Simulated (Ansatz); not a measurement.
# SiH2− (doublet): from Hartree-Fock to the top rungs at a displaced geometry (v1), aug-cc-pVDZ

Aim: climb from Hartree-Fock through coupled cluster and multireference methods for SiH2− (doublet) at one geometry and basis, and see what each rung misses.

Program: Ansatz 0.2.0, Gaussian basis. Level of theory: aug-cc-pVDZ, core rule «outside noble gas», up to 5 orbitals frozen. These are calculated values, not measurements.

The runs, in order: UHF; CCSD(T) on ROHF; CCSD(T) on UHF; BCCD(T) on ROHF; CISD; CCSDT(Q) on ROHF; CCSDT(Q) on UHF; CASSCF and MRCISD+Q, 7 electrons in 6 orbitals; CASSCF and NEVPT2, 7 electrons in 6 orbitals.

17 further runs of the same task are left out: 6 that didn't finish, 11 set aside as unsound or not needed.

### 1 The system

The geometry is a PBE0/def2-TZVPD stationary point (not a proven minimum) with its atoms shifted at random (size 0.040 Å).

3 atoms, charge -1, spin multiplicity 2.

Atoms are counted from 1 here; the program's logs count them from 0.

Bond lengths: Si1–H2 1.533 Å, Si1–H3 1.622 Å. Angles: H2–Si1–H3 92.3°.

In the tables R marks a restricted open-shell determinant and U an unrestricted one; 'valence' is the active space of 7 electrons in 6 orbitals; energies count from the table's Hartree-Fock row.

### 2 UHF

in.yaml reads:

```yaml
crystal:
  periodic: [false, false, false]
  atoms:
    - {symbol: Si, position_ang: [-0.001550, -0.073165, 0.002174]}
    - {symbol: H, position_ang: [-0.002383, 0.989692, 1.106821]}
    - {symbol: H, position_ang: [0.045581, 1.049002, -1.167392]}
basis:
  gaussian: {orbitals: aug-cc-pVDZ}
total_charge: -1
magnetization: {spin_polarized: true, initial_magnetization: 1}
hamiltonian: {xc: hf}
output: {orbitals: {seedname: orbitals}}
```

Run with:

```console
> ansatz run in.yaml --threads 1 --pin off --events-out ev --progress --plain --max-ram 2393MiB
```

The program printed:

```text
Functional definition: HF
  name "HF"
  cite "Fock, Z. Phys. 61, 126 (1930) doi:10.1007/BF01340294"
  parent pbe
  exchange = exact_x
  correlation = 0
446 factors; integrals over basis functions are off by at most 9.5e-4 eV
mean field evaluation 1: about -7891.5923 eV, gradient 7.0e0 eV
mean field evaluation 2: about -7891.5924 eV, gradient 7.0e0 eV
mean field evaluation 4: about -7892.3638 eV, gradient 9.9e-1 eV
mean field evaluation 8: about -7892.3951 eV, gradient 1.1e-3 eV
mean field evaluation 16: about -7886.9428 eV, gradient 6.2e0 eV
mean field evaluation 32: about -7889.4369 eV, gradient 1.2e0 eV
mean field -7892.39506177 eV, -290.0401688625 hartree, gradient 8.9e-6 eV, S^2 0.771981; 2 other end points of the search recorded, 0 dependent functions left out
reference -7892.39506177 eV, -290.0401688625 hartree; 9, 8 occupied and 36, 37 virtual orbitals, 446 factors
Total energy: -7892.39506177 eV, -290.0401688625 hartree
```

Wall time 0.42 s (1 thread of Arm Neoverse V2, shared host).

From the report: ⟨S²⟩ of the determinant 0.772 (pure doublet: 0.75).

### 3 CCSD(T) on ROHF

Changes to in.yaml since step 2:

```diff
@@ -9,4 +9,4 @@
 total_charge: -1
-magnetization: {spin_polarized: true, initial_magnetization: 1}
-hamiltonian: {xc: hf}
-output: {orbitals: {seedname: orbitals}}
+magnetization: {spin_polarized: false, initial_magnetization: 1}
+correlation: {method: ccsd_t, electrons: outside_noble_gas}
+output: {forces: true}
```

Same command.

The program printed, shortened:

```text
Functional definition: HF
  name "HF"
  cite "Fock, Z. Phys. 61, 126 (1930) doi:10.1007/BF01340294"
  parent pbe
[...]
446 factors; integrals over basis functions are off by at most 9.5e-4 eV
[...]
mean field -7892.29135030 eV, -290.0363575364 hartree, gradient 1.2e-6 eV, S^2 0.750000; 5 other end points of the search recorded, 0 dependent functions left out
[...]
determinant -7892.29135030 eV, -290.0363575364 hartree, with singles and doubles -7896.04277933 eV, -290.1742200103 hartree
determinant -7890.60008163 eV, -289.9742045592 hartree, with singles and doubles -7894.15424955 eV, -290.1048178210 hartree
determinant -7890.08776655 eV, -289.9553773271 hartree, with singles and doubles -7893.58283073 eV, -290.0838185669 hartree
determinant -7890.04100257 eV, -289.9536587827 hartree, with singles and doubles -7893.93541000 eV, -290.0967756161 hartree
5 core orbitals not correlated: weight in the atoms' cores, before any rotation towards them, 1.000 or more for the frozen orbitals, at most 0.000 for the correlated occupied ones
reference -7892.29135030 eV, -290.0363575364 hartree; 4, 3 occupied and 36, 37 virtual orbitals, 446 factors
second order -2.97051674 eV of doubles, -0.05235398 eV of singles
cycle   1  -3.75136006 eV  change    6.9e-5 eV  update   2.7e-4
[...]
cycle   8  -3.75134085 eV  change    8.2e-7 eV  update   5.1e-7
perturbative correction -0.11860604 eV, -0.0043586917 hartree
[...]
Total energy: -7896.16129719 eV, -290.1785754614 hartree
Atom 0 at    -0.001550    -0.073165     0.002174 Å, force     0.017646     0.123375    -0.735011 eV/Å
Atom 1 at    -0.002383     0.989692     1.106821 Å, force    -0.000057     0.291544     0.294679 eV/Å
Atom 2 at     0.045581     1.049002    -1.167392 Å, force    -0.017589    -0.414919     0.440332 eV/Å
Dipole moment:    -0.000319     0.030057     0.045606 e Å
```

It took 2.5 s on 1 thread of Arm Neoverse V2, shared host.

From the report: correlation -3.8699 eV; T1 0.021; largest double amplitude 0.06.

### 4 CCSD(T) on UHF

Changes to in.yaml since step 3:

```diff
@@ -9,3 +9,3 @@
 total_charge: -1
-magnetization: {spin_polarized: false, initial_magnetization: 1}
+magnetization: {spin_polarized: true, initial_magnetization: 1}
 correlation: {method: ccsd_t, electrons: outside_noble_gas}
```

Same command.

The program printed, shortened:

```text
Functional definition: HF
  name "HF"
  cite "Fock, Z. Phys. 61, 126 (1930) doi:10.1007/BF01340294"
  parent pbe
[...]
446 factors; integrals over basis functions are off by at most 9.5e-4 eV
[...]
mean field -7892.39506177 eV, -290.0401688625 hartree, gradient 1.8e-6 eV, S^2 0.771981; 2 other end points of the search recorded, 0 dependent functions left out
determinant -7892.39506177 eV, -290.0401688625 hartree, with singles and doubles -7896.06549347 eV, -290.1750547398 hartree
determinant -7890.60552368 eV, -289.9744045506 hartree, with singles and doubles -7894.16458594 eV, -290.1051976764 hartree
determinant -7890.25654564 eV, -289.9615798443 hartree, with singles and doubles -7893.95417495 eV, -290.0974652150 hartree
5 core orbitals not correlated: weight in the atoms' cores, before any rotation towards them, 1.000 or more for the frozen orbitals, at most 0.000 for the correlated occupied ones
reference -7892.39506177 eV, -290.0401688625 hartree; 4, 3 occupied and 36, 37 virtual orbitals, 446 factors
second order -2.89836290 eV of doubles, -0.00000000 eV of singles
cycle   1  -3.64579799 eV  change   -1.1e-1 eV  update   1.7e-2
[...]
cycle  12  -3.65113751 eV  change   -6.2e-8 eV  update   4.3e-7
perturbative correction -0.11486010 eV, -0.0042210309 hartree
[...]
Total energy: -7896.16105938 eV, -290.1785667220 hartree
Atom 0 at    -0.001550    -0.073165     0.002174 Å, force     0.017667     0.124306    -0.735091 eV/Å
Atom 1 at    -0.002383     0.989692     1.106821 Å, force    -0.000060     0.291113     0.294363 eV/Å
Atom 2 at     0.045581     1.049002    -1.167392 Å, force    -0.017607    -0.415419     0.440729 eV/Å
Dipole moment:    -0.000318     0.030100     0.045605 e Å
```

Run time: 2.1 s. Hardware: 1 thread of Arm Neoverse V2, shared host.

From the report: ⟨S²⟩ of the determinant 0.772 (pure doublet: 0.75); correlation -3.7660 eV; T1 0.019; largest double amplitude 0.06.

### 5 BCCD(T) on ROHF

Changes to in.yaml since step 4:

```diff
@@ -9,4 +9,3 @@
 total_charge: -1
-magnetization: {spin_polarized: true, initial_magnetization: 1}
-correlation: {method: ccsd_t, electrons: outside_noble_gas}
-output: {forces: true}
+magnetization: {spin_polarized: false, initial_magnetization: 1}
+correlation: {method: bccd_t, electrons: outside_noble_gas}
```

Launched as before.

The program printed, shortened:

```text
Functional definition: HF
  name "HF"
  cite "Fock, Z. Phys. 61, 126 (1930) doi:10.1007/BF01340294"
  parent pbe
[...]
446 factors; integrals over basis functions are off by at most 9.5e-4 eV
[...]
mean field -7892.29135030 eV, -290.0363575364 hartree, gradient 1.2e-6 eV, S^2 0.750000; 5 other end points of the search recorded, 0 dependent functions left out
[...]
determinant -7892.29135030 eV, -290.0363575364 hartree, with singles and doubles -7896.04277933 eV, -290.1742200103 hartree
determinant -7890.60008163 eV, -289.9742045592 hartree, with singles and doubles -7894.15424955 eV, -290.1048178210 hartree
determinant -7890.08776655 eV, -289.9553773271 hartree, with singles and doubles -7893.58283073 eV, -290.0838185669 hartree
determinant -7890.04100257 eV, -289.9536587827 hartree, with singles and doubles -7893.93541000 eV, -290.0967756161 hartree
5 core orbitals not correlated: weight in the atoms' cores, before any rotation towards them, 1.000 or more for the frozen orbitals, at most 0.000 for the correlated occupied ones
reference -7892.29135030 eV, -290.0363575364 hartree; 4, 3 occupied and 36, 37 virtual orbitals, 446 factors
second order -2.97051674 eV of doubles, -0.05235398 eV of singles
cycle   1  -3.75101757 eV  change    4.1e-4 eV  update   2.5e-3
[...]
cycle   7  -3.74954471 eV  change   -1.0e-6 eV  update   8.3e-6
perturbative correction -0.12046889 eV, -0.0044271499 hartree
Total energy: -7896.16136389 eV, -290.1785779127 hartree
```

Run time: 1.5 s. Hardware: 1 thread of Arm Neoverse V2, shared host.

From the report: correlation -3.8700 eV; largest double amplitude 0.06.

### 6 CISD

Changes to in.yaml since step 5:

```diff
@@ -10,2 +10,2 @@
 magnetization: {spin_polarized: false, initial_magnetization: 1}
-correlation: {method: bccd_t, electrons: outside_noble_gas}
+correlation: {active_space: {ras: {orbitals: [3, 1, 36], electrons: 7, max_holes: 2, max_particles: 2}, fixed_orbitals: true}}
```

Launched as before.

The program printed:

```text
Functional definition: HF
  name "HF"
  cite "Fock, Z. Phys. 61, 126 (1930) doi:10.1007/BF01340294"
  parent pbe
  exchange = exact_x
  correlation = 0
446 factors; integrals over basis functions are off by at most 9.5e-4 eV
mean field evaluation 1: about -7891.4670 eV, gradient 9.9e0 eV
mean field evaluation 2: about -7891.4672 eV, gradient 9.9e0 eV
mean field evaluation 4: about -7892.2736 eV, gradient 1.1e0 eV
mean field evaluation 8: about -7892.2914 eV, gradient 1.5e-3 eV
mean field evaluation 16: about -7892.0189 eV, gradient 2.0e0 eV
mean field -7892.29135030 eV, -290.0363575364 hartree, gradient 1.2e-6 eV, S^2 0.750000; 2 other end points of the search recorded, 0 dependent functions left out
reference -7892.29135030 eV, -290.0363575364 hartree; 9, 8 occupied and 36, 37 virtual orbitals, 446 factors
state -7895.84788362 eV, -290.1670577250 hartree
Total energy: -7895.84788362 eV, -290.1670577250 hartree
```

Run time: 0.84 s. Hardware: 1 thread of Arm Neoverse V2, shared host.

From the report: 17,567 determinants.

### 7 CCSDT(Q) on ROHF

Changes to in.yaml since step 6:

```diff
@@ -10,2 +10,2 @@
 magnetization: {spin_polarized: false, initial_magnetization: 1}
-correlation: {active_space: {ras: {orbitals: [3, 1, 36], electrons: 7, max_holes: 2, max_particles: 2}, fixed_orbitals: true}}
+correlation: {method: ccsdt_q, electrons: outside_noble_gas}
```

Launched as before.

The program printed, shortened:

```text
Functional definition: HF
  name "HF"
  cite "Fock, Z. Phys. 61, 126 (1930) doi:10.1007/BF01340294"
  parent pbe
[...]
775 factors; integrals over basis functions are off by at most 2.5e-7 eV
[...]
mean field -7892.29135945 eV, -290.0363578725 hartree, gradient 1.2e-6 eV, S^2 0.750000; 5 other end points of the search recorded, 0 dependent functions left out
[...]
determinant -7892.29135945 eV, -290.0363578725 hartree, with singles and doubles -7896.04278262 eV, -290.1742201311 hartree
determinant -7890.60009069 eV, -289.9742048921 hartree, with singles and doubles -7894.15425149 eV, -290.1048178922 hartree
determinant -7890.08777534 eV, -289.9553776501 hartree, with singles and doubles -7893.58282958 eV, -290.0838185246 hartree
determinant -7890.04101109 eV, -289.9536590958 hartree, with singles and doubles -7893.93540871 eV, -290.0967755686 hartree
5 core orbitals not correlated: weight in the atoms' cores, before any rotation towards them, 1.000 or more for the frozen orbitals, at most 0.000 for the correlated occupied ones
reference -7892.29135945 eV, -290.0363578725 hartree; 4, 3 occupied and 36, 37 virtual orbitals, 775 factors
second order -2.97052431 eV of doubles, -0.05235402 eV of singles
cycle   1  -3.55751939 eV  change   -5.3e-1 eV  update   7.1e-2
[...]
cycle  17  -3.89594375 eV  change    2.9e-7 eV  update   4.3e-7
perturbative correction -0.00508812 eV, -0.0001869851 hartree
Total energy: -7896.19239132 eV, -290.1797181497 hartree
```

Run time: 11 s. Hardware: 1 thread of Arm Neoverse V2, shared host.

From the report: correlation -3.9010 eV; T1 0.021; largest double amplitude 0.07.

### 8 CCSDT(Q) on UHF

Changes to in.yaml since step 7:

```diff
@@ -9,3 +9,3 @@
 total_charge: -1
-magnetization: {spin_polarized: false, initial_magnetization: 1}
+magnetization: {spin_polarized: true, initial_magnetization: 1}
 correlation: {method: ccsdt_q, electrons: outside_noble_gas}
```

Launched as before.

The program printed, shortened:

```text
Functional definition: HF
  name "HF"
  cite "Fock, Z. Phys. 61, 126 (1930) doi:10.1007/BF01340294"
  parent pbe
[...]
775 factors; integrals over basis functions are off by at most 2.5e-7 eV
[...]
mean field -7892.39507110 eV, -290.0401692054 hartree, gradient 1.8e-6 eV, S^2 0.771981; 2 other end points of the search recorded, 0 dependent functions left out
determinant -7892.39507110 eV, -290.0401692054 hartree, with singles and doubles -7896.06550335 eV, -290.1750551028 hartree
determinant -7890.60553275 eV, -289.9744048842 hartree, with singles and doubles -7894.16459481 eV, -290.1051980022 hartree
determinant -7890.25655449 eV, -289.9615801693 hartree, with singles and doubles -7893.95418383 eV, -290.0974655413 hartree
5 core orbitals not correlated: weight in the atoms' cores, before any rotation towards them, 1.000 or more for the frozen orbitals, at most 0.000 for the correlated occupied ones
reference -7892.39507110 eV, -290.0401692054 hartree; 4, 3 occupied and 36, 37 virtual orbitals, 775 factors
second order -2.89837016 eV of doubles, -0.00000000 eV of singles
cycle   1  -3.43466488 eV  change   -5.4e-1 eV  update   7.3e-2
[...]
cycle  17  -3.79252814 eV  change    4.7e-7 eV  update   6.8e-7
perturbative correction -0.00505909 eV, -0.0001859182 hartree
Total energy: -7896.19265833 eV, -290.1797279619 hartree
```

Wall time 10 s (1 thread of Arm Neoverse V2, shared host).

From the report: ⟨S²⟩ of the determinant 0.772 (pure doublet: 0.75); correlation -3.7976 eV; T1 0.020; largest double amplitude 0.07.

### 9 CASSCF and MRCISD+Q, 7 electrons in 6 orbitals

Changes to in.yaml since step 8:

```diff
@@ -9,3 +9,3 @@
 total_charge: -1
-magnetization: {spin_polarized: true, initial_magnetization: 1}
-correlation: {method: ccsdt_q, electrons: outside_noble_gas}
+magnetization: {spin_polarized: false, initial_magnetization: 1}
+correlation: {method: fic_mrcisd_q, electrons: outside_noble_gas, active_space: {window: {electrons: 7, orbitals: 6}, shells: [{species: H, l: s, shell: 1}, {species: Si, l: s, shell: 3}, {species: Si, l: p, shell: 3}]}}
```

The command is unchanged.

The program printed, shortened:

```text
Functional definition: HF
  name "HF"
  cite "Fock, Z. Phys. 61, 126 (1930) doi:10.1007/BF01340294"
  parent pbe
[...]
775 factors; integrals over basis functions are off by at most 2.5e-7 eV
[...]
mean field -7892.29135945 eV, -290.0363578725 hartree, gradient 1.2e-6 eV, S^2 0.750000; 2 other end points of the search recorded, 0 dependent functions left out
reference -7892.29135945 eV, -290.0363578725 hartree; 9, 8 occupied and 36, 37 virtual orbitals, 775 factors
state -7893.14254067 eV, -290.0676382053 hartree
contracted CI cycle   1: correlation 0.00000000 eV, 0.0000000000 hartree, residual 1.14e1 eV
contracted CI cycle   2: correlation -2.66801555 eV, -0.0980477630 hartree, residual 2.62e0 eV
contracted CI cycle   3: correlation -2.80704687 eV, -0.1031570697 hartree, residual 6.55e-1 eV
contracted CI cycle   4: correlation -2.81661372 eV, -0.1035086451 hartree, residual 1.96e-1 eV
contracted CI cycle   5: correlation -2.81747882 eV, -0.1035404369 hartree, residual 5.86e-2 eV
contracted CI cycle   6: correlation -2.81756269 eV, -0.1035435190 hartree, residual 1.89e-2 eV
contracted CI cycle   7: correlation -2.81757157 eV, -0.1035438453 hartree, residual 6.20e-3 eV
contracted CI cycle   8: correlation -2.81757256 eV, -0.1035438816 hartree, residual 2.07e-3 eV
contracted CI cycle   9: correlation -2.81757266 eV, -0.1035438854 hartree, residual 6.74e-4 eV
state -7893.14254067 eV, -290.0676382053 hartree; corrected -7896.18104187 eV, -290.1793010651 hartree
Total energy: -7896.18104187 eV, -290.1793010651 hartree
Checks for a lower state left out: starts, orbital_swaps
```

Wall time 1.1 s (1 thread of Arm Neoverse V2, shared host).

From the report: 150 determinants; active occupations 2.00, 1.98, 1.97, 1.00, 0.03, 0.03.

### 10 CASSCF and NEVPT2, 7 electrons in 6 orbitals

in.yaml reads:

```yaml
crystal:
  periodic: [false, false, false]
  atoms:
    - {symbol: Si, position_ang: [-0.001550, -0.073165, 0.002174]}
    - {symbol: H, position_ang: [-0.002383, 0.989692, 1.106821]}
    - {symbol: H, position_ang: [0.045581, 1.049002, -1.167392]}
basis:
  gaussian: {orbitals: aug-cc-pVDZ}
total_charge: -1
magnetization: {spin_polarized: false, initial_magnetization: 1}
correlation: {method: sc_nevpt2, electrons: outside_noble_gas, active_space: {window: {electrons: 7, orbitals: 6}, shells: [{species: H, l: s, shell: 1}, {species: Si, l: s, shell: 3}, {species: Si, l: p, shell: 3}]}}
```

The command is unchanged.

The program printed:

```text
Functional definition: HF
  name "HF"
  cite "Fock, Z. Phys. 61, 126 (1930) doi:10.1007/BF01340294"
  parent pbe
  exchange = exact_x
  correlation = 0
775 factors; integrals over basis functions are off by at most 2.5e-7 eV
mean field evaluation 1: about -7891.4671 eV, gradient 9.9e0 eV
mean field evaluation 2: about -7891.4672 eV, gradient 9.9e0 eV
mean field evaluation 4: about -7892.2737 eV, gradient 1.1e0 eV
mean field evaluation 8: about -7892.2914 eV, gradient 1.5e-3 eV
mean field evaluation 16: about -7892.0193 eV, gradient 2.0e0 eV
mean field -7892.29135945 eV, -290.0363578725 hartree, gradient 1.2e-6 eV, S^2 0.750000; 2 other end points of the search recorded, 0 dependent functions left out
reference -7892.29135945 eV, -290.0363578725 hartree; 9, 8 occupied and 36, 37 virtual orbitals, 775 factors
state -7893.14254067 eV, -290.0676382053 hartree
state -7893.14254067 eV, -290.0676382053 hartree; corrected -7895.24731951 eV, -290.1449874011 hartree
Total energy: -7895.24731951 eV, -290.1449874011 hartree
Checks for a lower state left out: starts, orbital_swaps
```

It took 0.69 s on 1 thread of Arm Neoverse V2, shared host.

From the report: 150 determinants; active occupations 2.00, 1.98, 1.97, 1.00, 0.03, 0.03.

### 11 Natural occupations

Natural occupations of the CASSCF valence state about the gap (report; correlated orbitals 1 to 6): 1.996, 1.978, 1.969, 1.000, 0.031, 0.026. The count of effectively unpaired electrons, Σ n²(2 − n)², is 1.01; a single determinant of this spin has 1.

### 12 The ladder

The yardstick is UCCSDT(Q), where the cluster series has nearly closed. Rows without a time come out of other runs: HF, MP2 and CCSD of CCSD(T), CCSDT of CCSDT(Q), CASSCF and MRCISD of the multireference runs. The times of RCCSD(T), UCCSD(T) include forces.

Differences are taken before rounding.

| method | energy from the lowest RHF (kcal/mol) | from UCCSDT(Q) (kcal/mol) | time |
| --- | --- | --- | --- |
| RHF | 0.00 | +89.97 |  |
| UHF | -2.39 | +87.57 |  |
| RMP2 | -69.71 | +20.26 |  |
| UMP2 | -69.23 | +20.74 |  |
| CISD | -82.02 | +7.95 | 0.84 s |
| RCCSD | -86.51 | +3.46 |  |
| UCCSD | -86.59 | +3.38 |  |
| RCCSD(T) | -89.24 | +0.72 | 2.5 s |
| UCCSD(T) | -89.24 | +0.73 | 2.1 s |
| BCCD(T) | -89.24 | +0.72 | 1.5 s |
| RCCSDT | -89.84 | +0.12 |  |
| UCCSDT | -89.85 | +0.12 |  |
| RCCSDT(Q) | -89.96 | +0.01 | 11 s |
| UCCSDT(Q) | -89.97 | 0 | 10 s |
| CASSCF valence | -19.63 | +70.34 |  |
| NEVPT2 valence | -68.17 | +21.80 | 0.69 s |
| MRCISD valence | -84.60 | +5.36 |  |
| MRCISD+Q valence | -89.70 | +0.27 | 1.1 s |

Among the levels timed on like hardware and quicker than the yardstick, those that no quicker one beats, quickest first: NEVPT2 valence (0.69 s, +21.80 kcal/mol); CISD (0.84 s, +7.95 kcal/mol); MRCISD+Q valence (1.1 s, +0.27 kcal/mol).

### 13 What came out

```
                         quantity                                                                     value
   UCCSDT(Q) below the RHF energy                                                                -3.9013 eV
              RMP2 from UCCSDT(Q)                                                           +20.26 kcal/mol
              UMP2 from UCCSDT(Q)                                                           +20.74 kcal/mol
             RCCSD from UCCSDT(Q)                                                            +3.46 kcal/mol
          RCCSD(T) from UCCSDT(Q)                                                            +0.72 kcal/mol
          UCCSD(T) from UCCSDT(Q)                                                            +0.73 kcal/mol
         RCCSDT(Q) from UCCSDT(Q)                                                            +0.01 kcal/mol
    NEVPT2 valence from UCCSDT(Q)                                                           +21.80 kcal/mol
  MRCISD+Q valence from UCCSDT(Q)                                                            +0.27 kcal/mol
levels within 1 kcal/mol (43 meV)  RCCSD(T), UCCSD(T), BCCD(T), RCCSDT, UCCSDT, RCCSDT(Q), MRCISD+Q valence
                    T1 diagnostic                                                                     0.021
   effectively unpaired electrons                                                                      1.01
```

RCCSD(T) misses by +0.72 kcal/mol, 0.8 % of the correlation energy. One determinant dominates. Of the multireference levels listed MRCISD+Q valence comes nearest in total energy (+0.27 kcal/mol), which doesn't show that its space is the better one. These misses are within one basis, not against nature; the frozen cores of restricted and unrestricted runs differ, which can shift their rows.

MRCISD+Q valence reaches 0.27 kcal/mol from the reference in 1.1 s, where UCCSDT(Q) took 10 s; the quickest level in the cost chart, NEVPT2 valence, takes 0.69 s and misses by 21.80 kcal/mol.
